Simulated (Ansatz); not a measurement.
**Step by step: Pb, relaxation of cell and atoms**

Theory: Ansatz 0.2.0, DFT, PBE, PAW with Ansatz's default frozen-core files, scalar-relativistic.

Command: `ansatz run input.yaml --threads 1 --pin off --max-ram 2048MiB --backend cpu --events-out ev --progress --plain --runs-dir out` The run took 3.8 s on 1 thread of Intel(R) Xeon(R) 6975P-C (Granite Rapids), on a shared host, peak memory 0.38 GiB.

```yaml
crystal:
  lattice:
    - [0.0, 2.358467447, 2.358467447]
    - [2.358467447, 0.0, 2.358467447]
    - [2.358467447, 2.358467447, 0.0]
  atoms:
    - { symbol: Pb, position: [0.0, 0.0, 0.0] }
kpoints:
  mp_grid: { grid: [13, 13, 13] }
scf:
  occupations: { method: fermi_dirac, width: 0.05 }
hamiltonian:
  xc: pbe
  pseudopotentials: { kind: paw }
output:
  forces: true
  stress: true
relax:
  f_tol: 0.005
  max_steps: 80
  cell: {}
```

No spin–orbit coupling, which matters for the heavy atoms here.

The cell is built from the fcc type as a first guess.

The cutoff is 420 eV; energies and pressures of the walk include the program's estimate of the Pulay term.

Each frame lists the cell vectors (Å), then Cartesian positions (Å); symmetry keeps all forces zero. Free energies count from the first step, -11906.2280 eV.

The walk took 6 evaluations in all; steps that aren't listed are left out.

Step 1: E = 0.0 meV, P = 12.66 GPa

```
cell 0.0000 2.3585 2.3585 2.3585 0.0000 2.3585 2.3585 2.3585 0.0000
Pb    0.0000    0.0000    0.0000
```

Step 2: E = -173.5 meV, P = 2.51 GPa

```
cell 0.0000 2.4734 2.4734 2.4734 0.0000 2.4734 2.4734 2.4734 0.0000
Pb    0.0000    0.0000    0.0000
```

Step 3:

```
cell 0.0000 2.5055 2.5055 2.5055 0.0000 2.5055 2.5055 2.5055 0.0000
Pb    0.0000    0.0000    0.0000
```

**Question.** Give the energy, pressure of step 3.

**Answer.** E = -185.2 meV, P = 0.72 GPa
```
Pb    0.0000    0.0000    0.0000
```

**Question.** How does the relaxation end?

**Answer.** It converges, with a = 5.041 Å, b = 5.041 Å, c = 5.041 Å, α = 90.00°, β = 90.00°, γ = 90.00° (conventional cell, space group Fm-3m). The last solve (on a basis chosen afresh for the final cell, so its energy is not quite comparable) gives E = -187.1 meV, P = 0.00 GPa:
```
cell 0.0000 2.5205 2.5205 2.5205 0.0000 2.5205 2.5205 2.5205 0.0000
Pb    0.0000    0.0000    0.0000
```
